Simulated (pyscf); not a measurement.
## Four-centre exchange: [H₃C–Ga–CH₃]• + HF -> CH₄ + [H₃C–Ga–F]•

Gas phase, doublet surface, charge 0. Bonds broken: C1–Ga2, F4–H11. Bonds formed: C1–H11, Ga2–F4. Optimised with ωB97X-D3(BJ)/def2-SVP in PySCF.

Transition state (Å):

```xyz
11

C      0.4927    -0.3311     1.1339
Ga    -1.2497     0.1138    -0.1144
C     -1.0216     1.8216    -1.1085
F     -0.1203    -1.2615    -1.1608
H      1.5294    -0.6614     0.9268
H      0.6011     0.7324     1.4100
H      0.1380    -0.8984     2.0064
H     -0.0239     1.8262    -1.5758
H     -1.1034     2.6731    -0.4143
H     -1.7890     1.9308    -1.8889
H      0.3136    -0.9638    -0.1654
```

One imaginary mode, 1034i cm⁻¹; descent along it reached the two sides named, in the forms told below.

```json
[
 {"bond": "C1–Ga2", "change": "breaks", "reactant side (Å)": "2.016", "saddle": "2.189", "product side": "3.1"},
 {"bond": "F4–H11", "change": "breaks", "reactant side (Å)": "0.930", "saddle": "1.126", "product side": "2.434"},
 {"bond": "C1–H11", "change": "forms", "reactant side (Å)": "2.379", "saddle": "1.456", "product side": "1.100"},
 {"bond": "Ga2–F4", "change": "forms", "reactant side (Å)": "2.529", "saddle": "2.064", "product side": "1.781"}
]
```

Electronic energies relative to the separated reactants (kcal/mol):

```tsv
level	barrier	reaction energy	reverse barrier
ωB97X-D3(BJ)/def2-TZVP	5.6	-32.4	38.0
PBE/def2-TZVP	0.1	-33.8	34.0
r²SCAN/def2-TZVP	-0.3	-35.0	34.7
B3LYP-D3(BJ)/def2-TZVP	4.8	-34.9	39.7
PBE0-D3(BJ)/def2-TZVP	2.9	-31.7	34.6
M06-2X/def2-TZVP	3.1	-34.0	37.1
ωB97M-D3(BJ)/def2-TZVP	5.1	-33.2	38.3
HF/def2-TZVP	19.0	-36.7	55.7
```

With ωB97M-D3(BJ)/def2-TZVP energies and thermal terms (ideal gas, 1 atm, RRHO with modes under 100 cm⁻¹ raised to 100, one conformer, R ln 2 for chiral ones without a mode under 150 cm⁻¹), in kcal/mol:

```csv
T (K),ΔH‡,ΔG‡,ΔH,ΔG
298,3.8,14.0,-32.3,-31.8
600,3.5,24.6,-33.2,-30.9
900,3.7,35.0,-34.0,-29.5
1200,4.1,45.4,-34.5,-27.9
```

On the reactant side the descent ends in a complex, 4.9 kcal/mol under the separated species and 10.4 kcal/mol under the saddle at ωB97X-D3(BJ)/def2-TZVP. At r²SCAN the saddle lies under the separated reactants, which points to a path from their complex (located at ωB97X-D3(BJ) alone). This is the saddle that the search found; another between the same sides may lie lower. Elements up to Kr have no core potential and no relativistic terms here.
